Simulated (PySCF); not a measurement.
## Spin-rotation constants: `C`, CH₄

Molfile (atoms numbered from 1):
```
CH4
     RDKit          3D

  5  4  0  0  0  0  0  0  0  0999 V2000
   -0.0105    0.0020   -0.0024 C   0  0  0  0  0  0  0  0  0  0  0  0
    0.9068   -0.6015   -0.0160 H   0  0  0  0  0  0  0  0  0  0  0  0
    0.1908    0.9841   -0.4505 H   0  0  0  0  0  0  0  0  0  0  0  0
   -0.3460    0.1349    1.0347 H   0  0  0  0  0  0  0  0  0  0  0  0
   -0.7936   -0.5093   -0.5778 H   0  0  0  0  0  0  0  0  0  0  0  0
  1  2  1  0
  1  3  1  0
  1  4  1  0
  1  5  1  0
M  END
```

Theory: GIAO KT2/aug-pcSseg-2 magnetisability, rotational g tensor and spin-rotation constants, non-relativistic, gas phase in PySCF 2.14.0. Geometry: PBE0-D3(BJ)/def2-SVP.

Problem. Give the nuclear spin-rotation constants along the inertial axes (H = +C I·J) beside the isotropic shieldings.

Solution. Rotational constants 155.9550, 155.9523, 155.9415 GHz. A star marks the isotopologue with that one atom substituted, in its own axes.
| atom | isotope | Caa (kHz) | Cbb (kHz) | Ccc (kHz) | mean (kHz) | σ (ppm) |
| --- | --- | --- | --- | --- | --- | --- |
| H2 | 1H | -10.471 | -10.471 | -10.470 | -10.471 | 31.1 |
| H3 | 1H | -10.471 | -10.471 | -10.470 | -10.471 | 31.1 |
| H4 | 1H | -10.471 | -10.471 | -10.470 | -10.471 | 31.1 |
| H5 | 1H | -10.471 | -10.471 | -10.470 | -10.471 | 31.1 |
| C1 | 13C* | 17.657 | 17.657 | 17.656 | 17.657 | 189.5 |

Where two moments of inertia are equal or nearly so, the constants along those axes are given as their average.
For the geometry as given, no vibrational averaging.
